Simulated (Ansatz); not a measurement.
Results of PBEsol (PAW; Ansatz, a program for electronic structure) for BaGdCuS3 (Cmcm, No. 63; cell taken from a computed entry).

Run with plane-wave cutoff 520 eV, 10×10×4 k mesh (along the axes of the cell as run), Fermi–Dirac smearing 0.01 eV, spin-polarised start, scalar-relativistic PAW data made under PBE.

Cell (relaxed with PBEsol):

```
BaCuGdS3
1.0
    1.98816    -6.65150     0.00000
    1.98816     6.65150     0.00000
    0.00000     0.00000    10.19582
Ba Gd Cu S
2 2 2 6
Direct
  0.25603   0.74397   0.75000
  0.74397   0.25603   0.25000
  0.00000   0.00000   0.00000
  0.00000   0.00000   0.50000
  0.53126   0.46874   0.75000
  0.46874   0.53126   0.25000
  0.63352   0.36648   0.93319
  0.36648   0.63352   0.06681
  0.36648   0.63352   0.43319
  0.63352   0.36648   0.56681
  0.93368   0.06632   0.75000
  0.06632   0.93368   0.25000
```

Problem. Estimate the band gap, smallest direct gap on the k points sampled and Γ–Γ gap that the calculation returns.

Solution. 
- band gap: 0.88 eV
- smallest direct gap on the k points sampled: 1.14 eV
- Γ–Γ gap: 1.30 eV

Note: the magnetic order was assumed, not searched for or taken from measurement; the 4f shell is treated without U or exact exchange, so its levels and filling can be wrong.

Spin–orbit coupling is not included.

It cost about 5 core-minutes (a rough figure) of CPU time.
